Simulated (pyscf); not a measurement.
PySCF, gas phase, ωB97X-D3(BJ)/def2-SVP geometries.

Problem. `[O]=[Mo](=[O])([F])[Cl]` + `[FH]` -> `[O]=[Mo](=[O])([F])[F]` + `[ClH]`
Surface: singlet. Broken: Cl–Mo, F–H. Formed: F–Mo, Cl–H. Give ΔE‡ and ΔE from ωB97M-D3(BJ)/def2-TZVP, relative to the separated reactants.

Solution. ΔE‡ = 43.2 kJ/mol, ΔE = -0.6 kJ/mol. Zero-point energy shifts the barrier by -3.3 kJ/mol. It is a four-centre exchange, with an imaginary mode of 579i cm⁻¹. On the reactant side the descent ends in an adduct with a F–Mo contact (not fully relaxed), 16.1 kJ/mol under the separated species and 57.4 kJ/mol under the saddle at ωB97X-D3(BJ)/def2-TZVP. What is counted as formed (F–Mo) is already present as a longer contact in the reactant adduct; forming that adduct is a step of its own. One saddle was located; it need not be the lowest between these sides. Elements past Kr carry the def2 core potentials, without spin-orbit coupling.
